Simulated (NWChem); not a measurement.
The numbers come from NWChem runs, not from measurements. System: ozone (O3), charge 0, spin multiplicity 1, at a geometry optimised with PBE0/def2-SVP. Level: TD-LDA (SVWN5)/aug-cc-pVDZ.

Job file:

```
start mol
memory heap 200 mb stack 900 mb global 1100 mb
geometry units angstroms nocenter noautoz
  O     -1.060667     0.000000    -0.210198
  O      0.000000     0.000000     0.420396
  O      1.060667     0.000000    -0.210198
  symmetry group C2v
end
basis spherical
  * library aug-cc-pvdz
end
dft
  xc slater vwn_5
  semidirect memsize 60000000 filesize 0
  iterations 100
end
tddft
  rpa
  nroots 6
  notriplet
  thresh 1e-4
end
task tddft energy
```

NWChem printed:

```
             Northwest Computational Chemistry Package (NWChem) 7.3.0
             --------------------------------------------------------

                                NWChem Input Module
                                -------------------

 Scaling coordinates for geometry "geometry" by  1.889725989
 (inverse scale =  0.529177249)

 Turning off AUTOSYM since
 SYMMETRY directive was detected!

                             Geometry "geometry" -> ""
                             -------------------------

 Output coordinates in angstroms (scale by  1.889725989 to convert to a.u.)

  No.       Tag          Charge          X              Y              Z
 ---- ---------------- ---------- -------------- -------------- --------------
    1 O                    8.0000    -1.06066700     0.00000000    -0.21019800
    2 O                    8.0000     0.00000000     0.00000000     0.42039600
    3 O                    8.0000     1.06066700     0.00000000    -0.21019800

 Effective nuclear repulsion energy (a.u.)      70.8571342385

            Nuclear Dipole moment (a.u.)
            ----------------------------
        X                 Y               Z
 ---------------- ---------------- ----------------
     0.0000000000     0.0000000000     0.0000000000

      Symmetry information
      --------------------

 Group name             C2v
 Group number             16
 Group order               4
 No. of unique centers     2

      Symmetry unique atoms

     1    2


 Summary of "ao basis" -> "" (spherical)
 ------------------------------------------------------------------------------
       Tag                 Description            Shells   Functions and Types
 ---------------- ------------------------------  ------  ---------------------
 *                        aug-cc-pvdz                 on all atoms

                                 NWChem DFT Module
                                 -----------------

 Summary of "ao basis" -> "ao basis" (spherical)
 ------------------------------------------------------------------------------
       Tag                 Description            Shells   Functions and Types
 ---------------- ------------------------------  ------  ---------------------
 O                        aug-cc-pvdz                9       23   4s3p2d

 Summary of "ao basis" -> "ao basis" (spherical)
 ------------------------------------------------------------------------------
       Tag                 Description            Shells   Functions and Types
 ---------------- ------------------------------  ------  ---------------------
 O                        aug-cc-pvdz                9       23   4s3p2d

      Symmetry analysis of basis
      --------------------------

        a1         27
        a2          9
        b1         21
        b2         12

            General Information
            -------------------
          SCF calculation type: DFT
          Wavefunction type:  closed shell.
          No. of atoms     :     3
          No. of electrons :    24
           Alpha electrons :    12
            Beta electrons :    12
          Charge           :     0
          Spin multiplicity:     1
          Use of symmetry is: off; symmetry adaption is: on
          Maximum number of iterations: 100
          AO basis - number of functions:    69
                     number of shells:    27
          Convergence on energy requested:  1.00D-06
          Convergence on density requested:  1.00D-05
          Convergence on gradient requested:  5.00D-04

              XC Information
              --------------
                        Slater Exchange Functional  1.000 local
                      VWN V Correlation Functional  1.000 local

             Grid Information
             ----------------
          Grid used for XC integration:  medium
          Radial quadrature: Mura-Knowles
          Angular quadrature: Lebedev.
          Tag              B.-S. Rad. Rad. Pts. Rad. Cut. Ang. Pts.
          ---              ---------- --------- --------- ---------
          O                   0.60       49          10.0       434
          Grid pruning is: on
          Number of quadrature shells:   147
          Spatial weights used:  Erf1

          Convergence Information
          -----------------------
          Convergence aids based upon iterative change in
          total energy or number of iterations.
          Levelshifting, if invoked, occurs when the
          HOMO/LUMO gap drops below (HL_TOL):  1.00D-02
          DIIS, if invoked, will attempt to extrapolate
          using up to (NFOCK): 10 stored Fock matrices.

                    Damping( 0%)  Levelshifting(0.5)       DIIS
                  --------------- ------------------- ---------------
          dE  on:    start            ASAP                start
          dE off:    2 iters        100 iters           100 iters

      Screening Tolerance Information
      -------------------------------
          Density screening/tol_rho:  1.00D-10
          AO Gaussian exp screening on grid/accAOfunc:  14
          CD Gaussian exp screening on grid/accCDfunc:  20
          XC Gaussian exp screening on grid/accXCfunc:  20
          Schwarz screening/accCoul:  1.00D-08

      Superposition of Atomic Density Guess
      -------------------------------------

 Sum of atomic energies:        -224.30044408

      Non-variational initial energy
      ------------------------------

 Total energy =    -224.849454
 1-e energy   =    -450.367501
 2-e energy   =     154.660913
 HOMO         =      -0.313110
 LUMO         =      -0.149579
[...]
    Number of AO functions :      69
        Use of symmetry is : off
      Symmetry adaption is : on
         Schwarz screening :  0.10D-07

              XC Information
              --------------
                 Slater Exchange Functional   1.00 local
               VWN V Correlation Functional   1.00 local

             TDDFT Information
             -----------------
          Calculation type : TDDFT
         Wavefunction type : Restricted singlets
          No. of electrons :      24
           Alpha electrons :      12
            Beta electrons :      12
              No. of roots :       6
          Max subspacesize :    5200
            Max iterations :     100
               Target root :       1
           Target symmetry : none
      Symmetry restriction : off
                 Algorithm : Optimal
        Davidson threshold :  0.10D-03

            Memory Information
            ------------------
          Available GA space size is         144174439 doubles
          Available MA space size is          50655524 doubles
          Length of a trial vector is          684
          Algorithm : Incore multiple tensor contraction
          Estimated peak GA usage is          14482980 doubles
          Estimated peak MA usage is             25800 doubles

    6 smallest eigenvalue differences (eV)
--------------------------------------------------------
  No. Spin  Occ  Vir  Irrep   E(Occ)    E(Vir)   E(Diff)
--------------------------------------------------------
    1    1   12   13 b2       -0.294    -0.225     1.883
    2    1   11   13 a2       -0.305    -0.225     2.183
    3    1   10   13 b1       -0.350    -0.225     3.398
    4    1   12   14 a1       -0.294     0.025     8.666
    5    1    9   13 a2       -0.553    -0.225     8.943
    6    1   11   14 b1       -0.305     0.025     8.966
--------------------------------------------------------

  Entering Davidson iterations
  Restricted singlet excited states

  Iter   NTrls   NConv    DeltaV     DeltaE      Time
  ----  ------  ------  ---------  ---------  ---------
    1      6       0     0.52E+00   0.10+100        0.9
    2     12       0     0.18E+00   0.52E-01        1.0
    3     24       0     0.11E+00   0.12E-01        1.4
    4     36       1     0.32E-01   0.39E-02        1.3
    5     46       2     0.12E-01   0.24E-03        1.3
    6     54       2     0.44E-02   0.45E-04        1.1
    7     62       3     0.17E-02   0.61E-05        1.1
    8     68       3     0.52E-01   0.15E-03        1.0
    9     74       3     0.80E-02   0.69E-03        1.0
   10     80       3     0.26E-02   0.22E-04        1.0
   11     86       5     0.90E-03   0.22E-05        1.0
   12     88       5     0.32E-03   0.23E-06        0.7
   13     90       5     0.14E-03   0.26E-07        0.7
   14     92       6     0.58E-04   0.34E-08        0.7
  ----  ------  ------  ---------  ---------  ---------
  Convergence criterion met

  Ground state a1       -223.895899158834 a.u.

  ----------------------------------------------------------------------------
  Root   1 singlet b2             0.084738385 a.u.                2.3058 eV
  ----------------------------------------------------------------------------
     Transition Moments    X -0.00000   Y  0.01884   Z -0.00000
     Transition Moments   XX -0.00000  XY -0.00000  XZ -0.00000
     Transition Moments   YY -0.00000  YZ -0.60053  ZZ  0.00000
     Dipole Oscillator Strength                    0.0000200561
     Electric Quadrupole                           0.0000000012
     Magnetic Dipole                               0.0000016598
     Total Oscillator Strength                     0.0000217171

          sigma_e =   1.2404 Angstrom
          sigma_h =   1.2805 Angstrom
         |d_h->e| =   0.1076 Angstrom
            d_exc =   1.7855 Angstrom
            d_CD1 =   0.1478 Angstrom
            d_CD2 =  -1.1528 Angstrom
            d_CD3 =   1.8932 Angstrom
     Pearson C.C. =   0.0005

     Occ.   12  a1  ---  Virt.   13  b2  -1.00488 X
     Occ.   12  a1  ---  Virt.   13  b2   0.10137 Y
  ----------------------------------------------------------------------------
  Root   2 singlet a2             0.092028182 a.u.                2.5042 eV
  ----------------------------------------------------------------------------
     Transition Moments    X  0.00000   Y  0.00000   Z  0.00000
     Transition Moments   XX -0.00000  XY -0.29746  XZ  0.00000
     Transition Moments   YY  0.00000  YZ  0.00000  ZZ  0.00000
     Dipole Oscillator Strength                    0.0000000000
     Electric Quadrupole                           0.0000000004
     Magnetic Dipole                               0.0000004646
     Total Oscillator Strength                     0.0000004650

          sigma_e =   1.2396 Angstrom
          sigma_h =   1.3308 Angstrom
         |d_h->e| =   0.1191 Angstrom
            d_exc =   1.8224 Angstrom
            d_CD1 =   0.2104 Angstrom
            d_CD2 =  -1.1661 Angstrom
            d_CD3 =   1.9415 Angstrom
     Pearson C.C. =   0.0002

     Occ.   11  b1  ---  Virt.   13  b2  -1.00221 X
     Occ.   11  b1  ---  Virt.   13  b2   0.06879 Y
  ----------------------------------------------------------------------------
  Root   3 singlet b1             0.215251789 a.u.                5.8573 eV
  ----------------------------------------------------------------------------
     Transition Moments    X  0.87238   Y -0.00000   Z  0.00000
     Transition Moments   XX -0.00000  XY -0.00000  XZ -0.42807
     Transition Moments   YY  0.00000  YZ -0.00000  ZZ  0.00000
     Dipole Oscillator Strength                    0.1092103590
     Electric Quadrupole                           0.0000000097
     Magnetic Dipole                               0.0000001051
     Total Oscillator Strength                     0.1092104738

          sigma_e =   1.3945 Angstrom
          sigma_h =   1.2953 Angstrom
         |d_h->e| =   0.1011 Angstrom
            d_exc =   1.9084 Angstrom
            d_CD1 =   0.2003 Angstrom
            d_CD2 =  -1.2438 Angstrom
            d_CD3 =   2.0096 Angstrom
     Pearson C.C. =  -0.0026

     Occ.    9  b1  ---  Virt.   14  a1  -0.06074 X
     Occ.   10  a2  ---  Virt.   13  b2  -0.98570 X
     Occ.   10  a2  ---  Virt.   13  b2   0.26187 Y
     Occ.   10  a2  ---  Virt.   17  b2   0.09379 X
     Occ.   11  b1  ---  Virt.   14  a1   0.20552 X
     Occ.   11  b1  ---  Virt.   21  a1  -0.08570 X
     Occ.   12  a1  ---  Virt.   16  b1  -0.12938 X
     Occ.   12  a1  ---  Virt.   19  b1   0.05693 X
     Occ.   12  a1  ---  Virt.   22  b1   0.11990 X
  ----------------------------------------------------------------------------
  Root   4 singlet a1             0.329881118 a.u.                8.9765 eV
  ----------------------------------------------------------------------------
     Transition Moments    X -0.00000   Y  0.00000   Z -0.17876
     Transition Moments   XX  0.75502  XY  0.00000  XZ -0.00000
     Transition Moments   YY  0.04083  YZ  0.00000  ZZ -0.10231
     Dipole Oscillator Strength                    0.0070276385
     Electric Quadrupole                           0.0000000403
     Magnetic Dipole                               0.0000000000
     Total Oscillator Strength                     0.0070276788

          sigma_e =   2.1764 Angstrom
          sigma_h =   1.2773 Angstrom
         |d_h->e| =   0.2427 Angstrom
            d_exc =   2.5893 Angstrom
            d_CD1 =   1.1418 Angstrom
            d_CD2 =  -1.4842 Angstrom
            d_CD3 =   2.8320 Angstrom
     Pearson C.C. =  -0.0498

     Occ.   11  b1  ---  Virt.   16  b1  -0.07554 X
     Occ.   12  a1  ---  Virt.   14  a1   0.97485 X
     Occ.   12  a1  ---  Virt.   15  a1  -0.14822 X
     Occ.   12  a1  ---  Virt.   18  a1   0.12926 X
  ----------------------------------------------------------------------------
  Root   5 singlet a1             0.346569284 a.u.                9.4306 eV
  ----------------------------------------------------------------------------
     Transition Moments    X -0.00000   Y  0.00000   Z -0.16687
     Transition Moments   XX -0.85293  XY  0.00000  XZ  0.00000
     Transition Moments   YY  0.32796  YZ -0.00000  ZZ  0.99557
     Dipole Oscillator Strength                    0.0064337383
     Electric Quadrupole                           0.0000001942
     Magnetic Dipole                               0.0000000000
     Total Oscillator Strength                     0.0064339325

          sigma_e =   2.3796 Angstrom
          sigma_h =   1.2767 Angstrom
         |d_h->e| =   0.8891 Angstrom
            d_exc =   2.8288 Angstrom
            d_CD1 =   1.9920 Angstrom
            d_CD2 =  -0.9391 Angstrom
            d_CD3 =   3.7179 Angstrom
     Pearson C.C. =   0.0133

     Occ.    7  b2  ---  Virt.   13  b2  -0.08891 X
     Occ.   12  a1  ---  Virt.   14  a1   0.14734 X
     Occ.   12  a1  ---  Virt.   15  a1   0.98264 X
  ----------------------------------------------------------------------------
  Root   6 singlet b2             0.348774867 a.u.                9.4907 eV
  ----------------------------------------------------------------------------
     Transition Moments    X -0.00000   Y  0.09079   Z  0.00000
     Transition Moments   XX -0.00000  XY  0.00000  XZ -0.00000
     Transition Moments   YY -0.00000  YZ -0.23982  ZZ  0.00000
     Dipole Oscillator Strength                    0.0019167457
     Electric Quadrupole                           0.0000000130
     Magnetic Dipole                               0.0000006458
     Total Oscillator Strength                     0.0019174045

          sigma_e =   1.2515 Angstrom
          sigma_h =   1.1335 Angstrom
         |d_h->e| =   0.2764 Angstrom
            d_exc =   1.7145 Angstrom
            d_CD1 =   0.3945 Angstrom
            d_CD2 =  -0.9160 Angstrom
            d_CD3 =   1.9909 Angstrom
     Pearson C.C. =  -0.0043

     Occ.    8  a1  ---  Virt.   13  b2   0.99495 X
     Occ.   10  a2  ---  Virt.   16  b1   0.07326 X
     Occ.   12  a1  ---  Virt.   17  b2  -0.05334 X

              Target root =      1
          Target symmetry = none
      Ground state energy =   -223.895899158834
        Excitation energy =      0.084738385002
     Excited state energy =   -223.811160773832

  stored tddft:energy   -223.81116077383231

 Task  times  cpu:       16.3s     wall:       16.3s

 Total times  cpu:       16.3s     wall:       16.3s
```
